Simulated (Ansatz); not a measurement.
Results of PBE-D4 (Ansatz, an electronic-structure program, plane waves, PAW) for cubic Cu3N.

Run with plane-wave cutoff 500 eV, 10×10×10 k mesh, Fermi–Dirac smearing 0.05 eV, no spin polarisation, scalar-relativistic PAW data made under PBE.

Cell (relaxed at this level):

Cu3N is taken in the cubic space group Pm-3m (No. 221), Pearson symbol cP4. Conventional cell: a = b = c = 3.785 Å, α = β = γ = 90.00°. Cu on 3d sees 2 N at 1.892 Å and 8 Cu at 2.676 Å. N on 1a is coordinated by 6 Cu at 1.892 Å (octahedral). (Neighbours: up to the widest gap in distance over summed covalent radii, below 1.35, at either atom; cation-cation and far metal-metal contacts left out.)

Q: Predict the band gap.

A: 
- band gap: 0.11 eV (under three smearing widths, so not firm)

Computed values are for the static lattice.

The result took very roughly 19 core-seconds.
